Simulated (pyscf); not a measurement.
One four-centre exchange on the singlet surface with elements of a group swapped. ωB97M-D3(BJ)/def2-TZVP, kJ/mol, from the separated reactants. Structures and frequencies: ωB97X-D3(BJ)/def2-SVP in PySCF.

```csv
step,barrier,reaction energy,imaginary mode (i cm⁻¹)
H₂P–GeH₃ + PH₃ → H₂P–GeH₂–PH₂ + H₂,…,…,1683
H₃Si–PH₂ + PH₃ → H₂P–SiH₂–PH₂ + H₂,276.3,+3.4,1583
```

Problem. Some entries are withheld; supply them.

Solution. 
- H₂P–GeH₃ + PH₃ → H₂P–GeH₂–PH₂ + H₂, barrier: 262.3
- H₂P–GeH₃ + PH₃ → H₂P–GeH₂–PH₂ + H₂, reaction energy: -3.0

Each row is the saddle that its search found. Elements up to Kr have no core potential and no relativistic terms here.
